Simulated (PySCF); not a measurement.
SiCl, optimised at PBE0/def2-TZVP:

```xyz
2

Si     0.0037    -0.7619     0.6984
Cl    -0.0037     0.7619    -0.6984
```

Computed with PySCF (xtb for GFN2) and rigid-rotor harmonic-oscillator thermochemistry at 1 bar. 6-31G* has spherical d functions here. Open shells (unrestricted): SiCl (multiplicity 2). GFN2 has no spin-polarisation term. Spin-orbit splitting is ignored; it lowers the true energy and changes the entropy of SiCl. B3LYP is the form with VWN-RPA correlation.

Q: List the harmonic frequencies (cm⁻¹, unscaled) at this level and at the other levels, each on its own geometry.

A: 
- PBE0/def2-TZVP: 533
- B3LYP/6-31G*: 507
- GFN2-xTB: 389
- HF/6-31G*: 528
- PBE/def2-SVP: 519
